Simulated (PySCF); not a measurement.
One reaction down a group: C, Si, Ge

The same gas-phase reaction for C, Si, Ge:
- C2H6 + 2 H → 2 CH4
- Si2H6 + 2 H → 2 SiH4
- Ge2H6 + 2 H → 2 GeH4

Computed with PySCF and rigid-rotor harmonic-oscillator thermochemistry at 1 bar. † marks an energy on the PBE0/def2-TZVP geometry and frequencies. MP2 and CCSD(T) freeze the core. Open shells (unrestricted): H (multiplicity 2); the rest are closed-shell singlets. Ge: all electrons, no relativistic terms. MP2 isn't extrapolated to the basis-set limit. CCSD(T) isn't extrapolated to the basis-set limit. The harmonic model lacks anharmonicity and excited electronic states, which grow with temperature; levels with a mode under 35 cm⁻¹ are left out. Internal rotation in C2H6, Si2H6, Ge2H6 is treated as a harmonic vibration of one conformer, which makes the entropy rough.

ΔH°(298 K) in kJ, by level:

| level | C | Si | Ge |
|---|---|---|---|
| ωB97M-V/def2-TZVP† | -494.8 | -449.0 | -417.9 |
| ωB97X-V/def2-TZVP† | -490.7 | -442.6 | -416.5 |
| MP2/def2-TZVPP† | -473.8 | -428.0 | -392.0 |
| M06-2X/def2-TZVP† | -490.0 | -442.6 | -411.4 |
| MP2/def2-SVP† | -451.7 | -416.2 | -386.2 |
| CCSD(T)/def2-SVP† | -474.6 | -438.9 | -412.8 |
| PBE/def2-TZVP† | -479.5 | -418.7 | -396.8 |

At ωB97M-V/def2-TZVP†, ΔH° rises from C to Ge, over a range of 76.9 kJ; the steps are +45.8, +31.1 kJ. 7 of the 7 levels shown give the same order. The levels scatter most for C (43.1 kJ between the highest and the lowest) and least for Ge (31.7 kJ). ΔS°(298 K) runs from -94.7 to -84.8 J/K, so TΔS° at 298 K spreads over 3.0 kJ among the members, against 76.9 kJ for ΔH°.

Free energies at ωB97M-V/def2-TZVP†:

| member | ΔS°(298 K), J/K | ΔG°(298 K), kJ | ΔG°(1400 K), kJ | ΔG° changes sign |
|---|---|---|---|---|
| C | -84.8 | -470 | -350 | none from 298 to 2500 K |
| Si | -94.1 | -421 | -285 | none from 298 to 2500 K |
| Ge | -94.7 | -390 | -253 | none from 298 to 2500 K |

The NASA 1993 table, where it holds all species, gives ΔH°(298 K) = -501 kJ for C; its entries are part measured, part old estimates, and weren't checked at source.
